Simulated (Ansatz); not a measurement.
# AlNH₄ (triplet): wave-function methods side by side at distance Al1–H4 along a hydrogen transfer = 1.832 Å, cc-pVDZ

One table from this session's results is given with a row withheld; the runs are named, their logs left out.

Computed with Ansatz 0.2.0, Gaussian basis. Level: cc-pVDZ, core rule «outside noble gas», up to 6 orbitals frozen.

Plan: UHF; CCSD(T) on ROHF; CCSD(T) on UHF; BCCD(T) on ROHF; CISD; CCSDT(Q) on ROHF; CCSDT(Q) on UHF; CASSCF and MRCISD+Q, 4 electrons in 4 orbitals; CASSCF and NEVPT2, 4 electrons in 4 orbitals.

7 further runs of the same task are left out: 6 that didn't finish, 1 set aside as unsound or not needed.

## The geometry

The geometry derives from fragments relaxed apart (PBE0/def2-TZVP) and kept rigid, so it is no stationary point. A hydrogen atom is moved between rigid fragments.

6 atoms, charge 0, spin multiplicity 3.

Atoms are counted from 1 here; the program's logs count them from 0.

Bond lengths: Al1–H2 1.586 Å, Al1–H3 1.586 Å, Al1–H4 1.832 Å, H4–N5 1.138 Å, N5–H6 1.040 Å. Angles: H2–Al1–H3 120.0°, H2–Al1–H4 120.0°, H3–Al1–H4 120.0°, Al1–H4–N5 180.0°, H4–N5–H6 105.0°.

The first run:

The input, in.yaml:

```yaml
crystal:
  periodic: [false, false, false]
  atoms:
    - {symbol: Al, position_ang: [-1.002061, 0.022483, 0.000000]}
    - {symbol: H, position_ang: [-1.794985, 1.395868, 0.000000]}
    - {symbol: H, position_ang: [-1.794985, -1.350901, 0.000000]}
    - {symbol: H, position_ang: [0.829939, 0.022483, 0.000000]}
    - {symbol: N, position_ang: [1.967939, 0.022483, 0.000000]}
    - {symbol: H, position_ang: [2.237020, -0.981743, 0.000000]}
basis:
  gaussian: {orbitals: cc-pVDZ}
magnetization: {spin_polarized: true, initial_magnetization: 2}
hamiltonian: {xc: hf}
output: {orbitals: {seedname: orbitals}}
```

Started as:

```console
$ ansatz run in.yaml --threads 1 --pin off --events-out ev --progress --plain --max-ram 2393MiB
```

Among the steps run: UHF; CCSD(T) on ROHF; CCSD(T) on UHF; BCCD(T) on ROHF; CISD; CCSDT(Q) on ROHF; CCSDT(Q) on UHF; CASSCF and MRCISD+Q, 4 electrons in 4 orbitals; CASSCF and NEVPT2, 4 electrons in 4 orbitals.

One table of the session follows, with a row left open; its other results are not shown here.

It belongs to the step «Misses and costs». 

| method | from UCCSDT(Q) (kJ/mol) |
| --- | --- |
| ROHF | +696.8 |
| UHF | +670.0 |
| RMP2 | +117.8 |
| UMP2 | +122.2 |
| CISD | +69.1 |
| RCCSD | ? |
| UCCSD | +16.6 |
| RCCSD(T) | +3.5 |
| UCCSD(T) | +3.5 |
| BCCD(T) | +3.5 |
| RCCSDT | +1.0 |
| UCCSDT | +0.9 |
| RCCSDT(Q) | +0.1 |
| UCCSDT(Q) | 0 |

Estimate the missing values for RCCSD.

**Answer.** from UCCSDT(Q) (kJ/mol): +17.2. In the column «from UCCSDT(Q) (kJ/mol)» it lies between UCCSD (+16.6) and CISD (+69.1).

Left out of the table: CASSCF pair, NEVPT2 pair, MRCISD pair, MRCISD+Q pair (the active space lost an orbital or holds another state than full CI finds).

Limits of these values: Restricted and unrestricted rows rest on different reference determinants; where their highest levels disagree by more than a few hundredths of an eV, they describe different states and don't form one ladder. Warnings in the runs' records: passed over end.
